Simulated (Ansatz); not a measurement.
Two structures of CH8NSi, doublet, reached by relaxing down either side of one saddle point (PBE0-D4/def2-TZVP). Energies are electronic, without zero-point energy. Ansatz 0.2.0; basis: def2-TZVPP and def2-QZVPP; cores frozen in the correlated methods; orbitals are unrestricted. Extrapolation: Hartree–Fock as exp(−7.88 √X), correlation as X^−2.97. First:

| atom | x (Å) | y (Å) | z (Å) |
| --- | --- | --- | --- |
| H1 | 0.8047 | -0.5010 | -1.2616 |
| C2 | 0.9377 | 0.5857 | -1.3633 |
| N3 | 0.3534 | 1.3853 | -0.3020 |
| Si4 | -1.3310 | -1.1815 | 1.3475 |
| H5 | 0.5068 | 0.8865 | -2.3207 |
| H6 | 2.0099 | 0.7870 | -1.4178 |
| H7 | -0.6470 | 1.2422 | -0.2379 |
| H8 | 0.7514 | 1.1527 | 0.5986 |
| H9 | -2.3308 | -2.1793 | 1.8106 |
| H10 | -0.1872 | -1.8455 | 0.6704 |
| H11 | -0.8679 | -0.3321 | 2.4763 |

Second:

H1  (-0.924, -1.971, -0.599)
C2  (0.642, 0.651, -1.093)
N3  (0.956, 1.661, -0.205)
Si4  (-0.922, -1.338, 0.743)
H5  (-0.145, 0.855, -1.807)
H6  (1.448, -0.008, -1.389)
H7  (0.175, 2.190, 0.150)
H8  (1.603, 1.414, 0.527)
H9  (-1.658, -2.241, 1.675)
H10  (0.457, -1.181, 1.269)
H11  (-1.632, -0.034, 0.730)
(Å)

(1) Which bonds change from the first to the second?

(2) Give the saddle point's structure and its height above each. (An estimate is asked for; the value comes from the calculation.)

T1 diagnostic: at most 0.017. ⟨S²⟩ of the unrestricted Hartree–Fock references: 0.75 to 0.78 (a pure state has 0.75).

Results:

(1) CH₅N ([CH3][NH2]) + SiH₃ → CH₄N ([CH2][NH2]) + SiH₄; bonds formed: H1–Si4; bonds broken: H1–C2.

(2) By the calculation: 16.71 kcal/mol above the first and 14.07 kcal/mol above the second (CCSD(T) at an estimated basis limit (MP2 extrapolated from triple and quadruple zeta, plus CCSD(T) − MP2 in triple zeta)).
```xyz
11
angstrom
H -0.0844 -0.4321 -0.1268
C 0.6021 0.4573 -1.1404
N 0.8079 1.7386 -0.6266
Si -0.8516 -1.3177 1.0762
H -0.1079 0.4155 -1.9628
H 1.5163 -0.1037 -1.3178
H -0.0382 2.2507 -0.4253
H 1.4415 1.7796 0.1579
H -1.9128 -2.1867 0.4921
H 0.1196 -2.1888 1.7986
H -1.4924 -0.4126 2.0749
```

Radical steps of this kind take place in plasma deposition and etching.

Labels in which every atom is bracketed show which atoms are joined, not bond orders.

For scale, one of the runs: CCSD(T)/def2-TZVPP, 216 basis functions, launched by `ansatz run in.yaml --threads 4 --pin off --events-out ev --progress --plain --max-ram 9574MiB`. The run took 2.8 min on 4 CPU threads of an Arm Neoverse V1 (shared host), with 8.2 GiB of host memory at its peak.
